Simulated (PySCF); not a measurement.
2-chloropropionitrile, C3H4ClN.
SMILES with atom numbers: `[CH3:1][C@@H:2]([Cl:3])[C:4]#[N:5]` (hydrogens: H6, H7, H8 on C1; H9 on C2)

Level of theory: TDDFT CAM-B3LYP/def2-SVPD, vertical, gas phase, core orbitals frozen in the response in PySCF 2.14.0, density-fitted response routines. Geometry: PBE0-D3(BJ)/def2-SVP; no solvent, vibrations or thermal averaging.

Computed states:

```
state  E (eV)       f
   S1    6.77  0.0002
   S2    6.91  0.0081
   S3    7.30  0.0010
   S4    7.73   0.029
   S5    7.88  0.0012
   S6    8.35   0.031
   S7    8.48   0.019
   S8    8.76  0.0025
   S9    9.02   0.028
  S10    9.09   0.012
```

Each state is given a Gaussian of 0.5 eV full width at half maximum, with ε(max) = 2.175×10⁸ f / Δν̃ (Δν̃ the width in cm⁻¹). The width is an assumption, not a result. The curve ends short of the highest state used, and states not computed would add to its high-energy end.

**Question.** Give the broadened spectrum and its maxima.

**Answer.** 
| E (eV) | ε (L mol⁻¹ cm⁻¹) |
| --- | --- |
| 6.02 | 0 |
| 6.08 | 0 |
| 6.14 | 1 |
| 6.19 | 2 |
| 6.25 | 4 |
| 6.31 | 9 |
| 6.37 | 20 |
| 6.42 | 34 |
| 6.48 | 62 |
| 6.54 | 104 |
| 6.60 | 161 |
| 6.65 | 219 |
| 6.71 | 295 |
| 6.77 | 367 |
| 6.83 | 424 |
| 6.88 | 450 |
| 6.94 | 453 |
| 7.00 | 427 |
| 7.06 | 381 |
| 7.11 | 338 |
| 7.17 | 298 |
| 7.23 | 286 |
| 7.29 | 320 |
| 7.34 | 392 |
| 7.40 | 539 |
| 7.46 | 746 |
| 7.52 | 995 |
| 7.57 | 1211 |
| 7.63 | 1439 |
| 7.69 | 1594 |
| 7.75 | 1646 |
| 7.80 | 1610 |
| 7.86 | 1498 |
| 7.92 | 1363 |
| 7.98 | 1270 |
| 8.03 | 1267 |
| 8.09 | 1378 |
| 8.15 | 1612 |
| 8.21 | 1925 |
| 8.26 | 2197 |
| 8.32 | 2469 |
| 8.38 | 2620 |
| 8.44 | 2617 |
| 8.49 | 2504 |

Maxima: 179 nm (6.92 eV), ε about 460, made up of S2 (95%); 160 nm (7.75 eV), ε about 1600, made up of S4 (95%); 147 nm (8.41 eV), ε about 2600, made up of S6 (61%) and S7 (36%) (ε in L mol⁻¹ cm⁻¹; maxima over ε = 5, shares over 10%).

**Question.** Coming from long wavelengths, where does ε first pass 100 L mol⁻¹ cm⁻¹?

**Answer.** At about 190 nm (6.54 eV), 0.24 eV below S1.

**Question.** On this curve, what absorbance would a 10⁻³ mol/L sample give at 193 nm over a 1 cm path?

**Answer.** 193 nm is 6.424 eV, where ε is about 36 L mol⁻¹ cm⁻¹, so A = ε c l ≈ 0.036 (Beer–Lambert, with the gas-phase spectrum and the assumed width).

**Question.** What would ε be at 8.41 eV, the highest of these maxima, with half the width (0.25 eV)?

**Answer.** About 4520 L mol⁻¹ cm⁻¹ against 2640, a factor of about 1.7; a lone state at its own centre would give exactly 2.

All these states lie below the vertical ionisation energy of 11.75 eV (ΔSCF).
